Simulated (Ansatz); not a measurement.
# CH₅O+: how energies converge with the basis set

One table from this session's results is given with a row withheld; the runs are named, their logs left out.

Computed with Ansatz 0.2.0, Gaussian basis. Level: one geometry, several basis sets.

Levels to be run: PBE0-D4/def2-SVP; ωB97M-V/def2-SVP; PBE0-D4/def2-QZVPP; ωB97M-V/def2-QZVPP; CCSD(T)/cc-pV(D+d)Z; CCSD(T)/cc-pV(T+d)Z; CCSD(T)/cc-pV(Q+d)Z; the functionals' def2-TZVPP values are taken from earlier runs.

## Structure used throughout

An earlier PBE0-D4 in a triple-zeta def2 set relaxation fixed the geometry.

SMILES `C[OH2+]`, 7 atoms, charge 1, spin multiplicity 1.

Atoms are counted from 1 here; the program's logs count them from 0.

Bond lengths: C1–O2 1.498 Å, C1–H3 1.086 Å, C1–H4 1.086 Å, C1–H5 1.087 Å, O2–H6 0.974 Å, O2–H7 0.974 Å. Angles: O2–C1–H3 104.9°, O2–C1–H4 104.9°, O2–C1–H5 108.6°, H3–C1–H4 111.4°, H3–C1–H5 113.1°, H4–C1–H5 113.1°, C1–O2–H6 114.4°, C1–O2–H7 114.4°, H6–O2–H7 110.3°.

Coordinates:

```
C    -0.3102   -0.4436   -0.3331
O     0.3093    0.5087    0.6432
H    -0.0134   -1.4297    0.0116
H    -1.3807   -0.2926   -0.2300
H     0.0599   -0.2101   -1.3282
H     0.0589    1.4404    0.5102
H     1.2762    0.4269    0.7263
```

Set-up of the first run:

Contents of in.yaml:

```yaml
crystal:
  periodic: [false, false, false]
  atoms:
    - {symbol: C, position_ang: [-0.310228, -0.443639, -0.333129]}
    - {symbol: O, position_ang: [0.309307, 0.508665, 0.643170]}
    - {symbol: H, position_ang: [-0.013378, -1.429728, 0.011584]}
    - {symbol: H, position_ang: [-1.380674, -0.292554, -0.229988]}
    - {symbol: H, position_ang: [0.059854, -0.210085, -1.328215]}
    - {symbol: H, position_ang: [0.058861, 1.440430, 0.510242]}
    - {symbol: H, position_ang: [1.276249, 0.426921, 0.726346]}
basis:
  gaussian: {orbitals: def2-SVP}
total_charge: 1
hamiltonian: {xc: pbe0, dispersion: d4}
output: {orbitals: {seedname: orbitals}}
```

Launch:

```console
$ ansatz run in.yaml --threads 2 --pin off --events-out ev --progress --plain --max-ram 32768MiB --backend cpu
```

Among the steps run: PBE0-D4 in def2-SVP; ωB97M-V in def2-SVP; PBE0-D4 in def2-QZVPP; ωB97M-V in def2-QZVPP.

One of the session's tables, all rows but one given; the rest of the session is left out.

It belongs to the step «Functionals by basis». 

| functional | basis | HOMO (eV) | LUMO (eV) |
| --- | --- | --- | --- |
| PBE0-D4 | def2-SVP | -17.31 | -5.96 |
| PBE0-D4 | def2-TZVPP | -17.31 | -6.29 |
| PBE0-D4 | def2-QZVPP | -17.32 | -6.36 |
| ωB97M-V | def2-SVP | -19.74 | -4.18 |
| ωB97M-V | def2-TZVPP | ? | ? |
| ωB97M-V | def2-QZVPP | -19.76 | -4.80 |

Q: Estimate the row for ωB97M-V, def2-TZVPP from the others.

As computed: HOMO (eV): -19.75; LUMO (eV): -4.62. In the column «HOMO (eV)» it lies between ωB97M-V, def2-QZVPP (-19.76) and ωB97M-V, def2-SVP (-19.74).
